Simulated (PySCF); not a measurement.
Compound: oxazole, C₃H₃NO.
Z-matrix (Å and degrees, PBE0-D3(BJ)/def2-SVP geometry), rows numbered from 1:
```
C 
C   1  1.3592
O   2  1.3546  1  107.57
C   3  1.3430  2  104.83  1    -0.00
N   4  1.2899  3  114.42  2    -0.00
H   1  1.0885  2  128.89  3  -179.96
H   2  1.0860  1  135.17  3  -179.95
H   4  1.0888  3  117.04  2   179.98
```

The computed photoelectron lines, unassigned: C 1s: 291.57 (area 1), 292.25 (area 1), 293.01 (area 1) eV; N 1s: 405.26 eV; O 1s: 540.73 eV.

Computed, not measured: PySCF, delta-SCF UKS SCAN, pcX-2 on the ionised atom, pcseg-1 elsewhere, spin-free X2C. Geometry: PBE0-D3(BJ)/def2-SVP; no solvent, vibrations or thermal averaging.

Question: Which carbon gives which C 1s line?

Answer: 291.57 eV: C1 (aromatic CH next to a ring nitrogen); 292.25 eV: C2 (aromatic CH next to a ring oxygen); 293.01 eV: C4 (aromatic CH next to a ring nitrogen). The listed C 1s values span 1.44 eV, from C1 (bonded to N (aromatic in the SMILES), C (aromatic in the SMILES) and H) to C4 (bonded to O (aromatic in the SMILES), N (aromatic in the SMILES) and H). The widest gap between neighbouring values is 0.76 eV, between 292.25 and 293.01 eV. Summing the Pauling electronegativity differences to the bonded atoms, each weighted by its formal bond order, gives +0.39 for the lowest site and +1.72 for the highest; no listed site has a larger sum than the highest.

Bonded neighbours of each site: C1: N (aromatic in the SMILES), C (aromatic in the SMILES) and H; C2: O (aromatic in the SMILES), C (aromatic in the SMILES) and H; O3: 2 C (aromatic in the SMILES); C4: O (aromatic in the SMILES), N (aromatic in the SMILES) and H; N5: 2 C (aromatic in the SMILES).

Question: Which effective nuclear charge Zeff reproduces each element's mean 1s value in the hydrogen-like formula E = 13.606 eV × Zeff²?

Answer: C (Z = 6): mean 292.3 eV, Zeff = 4.63, Z − Zeff = 1.37; N (Z = 7): mean 405.3 eV, Zeff = 5.46, Z − Zeff = 1.54; O (Z = 8): mean 540.7 eV, Zeff = 6.30, Z − Zeff = 1.70. Means run over the listed sites, weighted by atom count.
